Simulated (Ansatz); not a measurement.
# PHO (triplet): from Hartree-Fock to the top rungs, def2-QZVPP

An exercise on one series of results from a longer session: the logs are not shown, and one member is left open.

Program: Ansatz 0.2.0, Gaussian basis. Level of theory: def2-QZVPP, core rule «outside noble gas», up to 6 orbitals frozen. These are calculated values, not measurements.

To be run: UHF; ROHF; CCSD(T) on UHF.

2 further runs of the same task are left out: 2 set aside as unsound or not needed.

### The geometry

The geometry is a PBE0/def2-TZVP stationary point (not a proven minimum).

3 atoms, charge 0, spin multiplicity 3.

Atoms are counted from 1 here; the program's logs count them from 0.

Bond lengths: O1–P2 1.634 Å, O1–H3 0.963 Å. Angles: P2–O1–H3 114.8°.

Geometry (Å):

```xyz
3

O     0.0000   -0.1018    1.0417
P     0.0000    0.0286   -0.5874
H     0.0000    0.7367    1.5146
```

The first run:

in.yaml

```yaml
crystal:
  periodic: [false, false, false]
  atoms:
    - {symbol: O, position_ang: [0.000000, -0.101812, 1.041721]}
    - {symbol: P, position_ang: [0.000000, 0.028618, -0.587387]}
    - {symbol: H, position_ang: [0.000000, 0.736686, 1.514642]}
basis:
  gaussian: {orbitals: "def2-QZVPP.json"}
magnetization: {spin_polarized: true, initial_magnetization: 2}
hamiltonian: {xc: hf}
output: {orbitals: {seedname: orbitals}}
```

The run is started by

```sh
> ansatz run in.yaml --threads 1 --pin off --events-out ev --progress --plain --max-ram 2393MiB
```

Steps of the session up to this table: UHF; ROHF; CCSD(T) on UHF.

One table of the session follows, with a row left open; its other results are not shown here.

It belongs to the step «Misses and costs». 

```
  method  from UCCSD(T) (meV)
    ROHF             +11140.7
     UHF             +10943.0
    UMP2               +850.0
   UCCSD                    ?
UCCSD(T)                    0
```

**Question.** Estimate the row for UCCSD.

**Answer.** from UCCSD(T) (meV): +443.9. In the column «from UCCSD(T) (meV)» it lies between UCCSD(T) (0) and UMP2 (+850.0).
